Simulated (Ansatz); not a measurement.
Ideal-gas functions of C3H2ClN (`C#CC(=N)Cl`) at 600 K and 1 bar, from an Ansatz frequency run at PBE0-D4/def2-TZVP.

Molar mass 87.51 g/mol, point group Cs (symmetry number 1), electronic degeneracy 1, moments of inertia 72.372, 159.831, 232.203 u Å². Harmonic wavenumbers (cm⁻¹, unscaled): 172, 256, 406, 502, 642, 665, 698, 721, 883, 969, 1226, 1734, 2246, 3479, 3526.

Use S(trans) = R[1.5 ln M + 2.5 ln T − 1.1517]; rotational temperatures θ = 24.2544 K / I; S(rot) = R[ln(√π/σ · √(T³/θAθBθC)) + 1.5]; for each mode x = 1.438777 ν̃/T, S = R[x/(eˣ − 1) − ln(1 − e⁻ˣ)] and H = RT x/(eˣ − 1); 1 cm⁻¹ = 0.0119627 kJ/mol; R = 8.31446 J/(mol·K).

Task: By hand: the entropy, in J/(mol·K).

Result: Translation 179.2. Rotation: θ = 0.3351, 0.1518, 0.1045 K, giving 118.8. Vibration, mode by mode: 15.74, 12.50, 8.86, 7.26, 5.50, 5.26, 4.94, 4.73, 3.47, 2.95, 1.82, 0.68, 0.24, 0.02, 0.02, in all 74.0. Electronic 0.0. Sum 372.0 J/(mol·K).

Task: By hand: H − E and G − E in kJ/mol, counted from the electronic energy.

Result: Zero-point energy ½ × 18125 × 0.0119627 = 108.4; thermal vibration 25.1; translation, rotation and pV give 4 RT = 20.0. H − E = 153.5 kJ/mol, and G − E = 153.5 − 600 × 372.0/1000 = -69.7 kJ/mol.

Vibration gives 20 % of the entropy. The sum counts one conformer and one mirror image; others add a mixing term.
